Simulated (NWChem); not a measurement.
System: Na, doublet

Parts of the log:

```
             Northwest Computational Chemistry Package (NWChem) 7.3.0
             --------------------------------------------------------

                             Geometry "geometry" -> ""
                             -------------------------

 Output coordinates in angstroms (scale by  1.889725989 to convert to a.u.)

  No.       Tag          Charge          X              Y              Z
 ---- ---------------- ---------- -------------- -------------- --------------
    1 Na                  11.0000     0.00000000     0.00000000     0.00000000

 Effective nuclear repulsion energy (a.u.)       0.0000000000

                                 NWChem DFT Module
                                 -----------------

 Summary of "ao basis" -> "ao basis" (spherical)
 ------------------------------------------------------------------------------
       Tag                 Description            Shells   Functions and Types
 ---------------- ------------------------------  ------  ---------------------
 Na                       aug-cc-pvdz               11       27   5s4p2d

            General Information
            -------------------
          SCF calculation type: DFT
          Wavefunction type:  spin polarized.
          No. of atoms     :     1
          No. of electrons :    11
           Alpha electrons :     6
            Beta electrons :     5
          Charge           :     0
          Spin multiplicity:     2
          Use of symmetry is: off; symmetry adaption is: off
          Maximum number of iterations: 150
          AO basis - number of functions:    27
                     number of shells:    11
          Convergence on energy requested:  1.00D-06
          Convergence on density requested:  1.00D-05
          Convergence on gradient requested:  5.00D-04

              XC Information
              --------------
                         PBE0 Method XC Functional
                     Hartree-Fock (Exact) Exchange  0.250
          PerdewBurkeErnzerhof Exchange Functional  0.750
            Perdew 1991 LDA Correlation Functional  1.000 local
           PerdewBurkeErnz. Correlation Functional  1.000 non-local

             Grid Information
             ----------------
          Grid used for XC integration:  medium
          Radial quadrature: Mura-Knowles
          Angular quadrature: Lebedev.
          Tag              B.-S. Rad. Rad. Pts. Rad. Cut. Ang. Pts.
          ---              ---------- --------- --------- ---------
          Na                  1.80       88          20.0       434
          Grid pruning is: on
          Number of quadrature shells:    88
          Spatial weights used:  Erf1

      Superposition of Atomic Density Guess
      -------------------------------------

 Sum of atomic energies:        -161.85304041

      Non-variational initial energy
      ------------------------------

 Total energy =    -161.799234
 1-e energy   =    -227.865864
 2-e energy   =      66.066630
 HOMO         =      -0.076872
 LUMO         =       0.013023

     ---------------------------------------------
      Total Density - Mulliken Population Analysis
     ---------------------------------------------

    Atom       Charge   Shell Charges
 -----------   ------   -------------------------------------------------------
    1 Na  11    11.00   2.00  2.00  0.40  0.54  0.06  6.00 -0.00 -0.00  0.00 -0.00  0.00

     --------------------------------------------
      Spin Density - Mulliken Population Analysis
     --------------------------------------------

    Atom       Charge   Shell Charges
 -----------   ------   -------------------------------------------------------
    1 Na  11     1.00   0.00 -0.00  0.40  0.54  0.06  0.00  0.00  0.00  0.00 -0.00  0.00

   convergence    iter        energy       DeltaE   RMS-Dens  Diis-err
 ---------------- ----- ----------------- --------- --------- ---------
 d= 0,ls=0.0,diis     1   -162.1716507534 -1.62D+02  9.46D-03  1.85D-03
                                                     1.29D-03  1.03D-03
 d= 0,ls=0.0,diis     2   -162.1751312821 -3.48D-03  2.66D-03  4.40D-05
                                                     1.67D-05  2.72D-07
 d= 0,ls=0.0,diis     3   -162.1752740159 -1.43D-04  5.04D-04  1.27D-06
                                                     1.99D-05  1.45D-07
 d= 0,ls=0.0,diis     4   -162.1752773414 -3.33D-06  3.06D-06  2.34D-10
                                                     8.21D-07  4.47D-10
 d= 0,ls=0.0,diis     5   -162.1752773418 -4.64D-10  5.36D-07  1.11D-12
                                                     8.62D-09  5.37D-14

         Total DFT energy =     -162.175277341835
      One electron energy =     -227.793797531344
           Coulomb energy =       79.941798570502
    Exchange-Corr. energy =      -14.323278380993
 Nuclear repulsion energy =        0.000000000000

 Numeric. integr. density =       10.999999999937

                    DFT Final Alpha Molecular Orbital Analysis
                    ------------------------------------------

 Vector    4  Occ=1.000000D+00  E=-1.176781D+00
              MO Center= -5.6D-17,  4.1D-18, -1.7D-17, r^2= 2.3D-01
   Bfn.  Coefficient  Atom+Function         Bfn.  Coefficient  Atom+Function
  ----- ------------  ---------------      ----- ------------  ---------------
     6      0.820699  1 Na px                 8      0.445119  1 Na pz
     7      0.361972  1 Na py

 Vector    5  Occ=1.000000D+00  E=-1.176781D+00
              MO Center= -2.9D-17, -4.4D-17, -3.8D-18, r^2= 2.3D-01
   Bfn.  Coefficient  Atom+Function         Bfn.  Coefficient  Atom+Function
  ----- ------------  ---------------      ----- ------------  ---------------
     7      0.918285  1 Na py                 6     -0.399171  1 Na px

[...]
```

Level: PBE0/aug-cc-pVDZ, spin-unrestricted. No stability test was run on the SCF state.

Task: Which NWChem input produces such a log?

Result: This is not unique; one that fits is the input that was run:
```
start job
memory heap 200 mb stack 900 mb global 1100 mb
geometry units angstroms noautoz
  Na     0.000000     0.000000     0.000000
end
basis spherical
  Na library aug-cc-pvdz
end
dft
  odft
  mult 2
  xc pbe0
  iterations 150
  mulliken
end
task dft energy
```
